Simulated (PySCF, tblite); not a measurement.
**Complex of Li+ and 2 × hydrogen chloride**

A gas-phase complex of Li+ and 2 × hydrogen chloride; charge +1, singlet. The structure comes from a short search (6 tight-binding starts) and was relaxed by PBE0-D3(BJ)/def2-SVPD; another way of binding may lie lower. Frequencies by PBE0-D3(BJ)/def2-SVPD show no clear imaginary mode.

Parts: 1 = Li+ ([Li+]), atoms 1, charge +1; 2 = hydrogen chloride (Cl), atoms 2–3; 3 = hydrogen chloride (Cl), atoms 4–5.

Coordinates in Å:
```
Li1     1.731   -1.297    0.212
Cl2     1.668   -2.049   -2.034
H3      0.929   -1.181   -2.654
Cl4     1.828   -0.675    2.488
H5      0.762    0.039    2.687
```

```
  contact  kind (by geometry)  distance (Å)  angle (°)
Li1···Cl4         ion contact         2.361          -
Li1···Cl2         ion contact         2.370          -
```

Interaction energies are complex less parts, with the parts frozen as they stand in it; counterpoise-corrected, in kcal/mol (PySCF).

(1) Give the interaction energy at each level run.

(2) What holds them together? Decompose the wB97M-D3(BJ)/def2-TZVPD energy: frozen parts, their antisymmetrised product, then relaxation.

(3) Are the pair energies additive?

The parts were also relaxed and run alone, at the levels used for the complex: shieldings by PBE0/pcSseg-2; core levels by delta-SCF with SCAN, pcX-2 on the ionised atom and pcseg-1 elsewhere, spin-free X2C (2p3/2 is the spin-free 2p value less a third of a first-order spin-orbit splitting).

Values alone: shielding of Li1 (ppm): 95.2; shielding of Cl4 (ppm): 938.5; shielding of Cl2 (ppm): 938.5; Cl4 2p3/2 core level (eV): 207.38.

(4) How do these values change when the complex forms?

## Answers

(1) 
| level | interaction | superposition error removed |
| --- | --- | --- |
| wB97M-D3(BJ)/def2-TZVPD | -31.63 | -0.10 |
| PBE0-D3(BJ)/def2-TZVPD | -32.41 | -0.09 |

(2) electrostatic -17.6, Pauli repulsion +11.5, orbital relaxation -24.4, dispersion correction -1.2 kcal/mol, which sum to the value before the counterpoise correction; the Pauli term holds the exchange-correlation of the frozen density too. Of the attraction, 56 % is orbital relaxation, 41 % is electrostatic, 3 % is dispersion correction.

(3) The pairs sum to -33.65 kcal/mol (1–2 -16.8, 1–3 -16.8, 2–3 0.0); the rest of +2.02 is a many-body weakening.

(4) 
```tsv
property	alone	in the complex	change
shielding of Li1 (ppm)	95.2	91.3	-3.9
shielding of Cl4 (ppm)	938.5	929.8	-8.7
shielding of Cl2 (ppm)	938.5	930.0	-8.5
Cl4 2p3/2 core level (eV)	207.38	213.00	+5.62
```
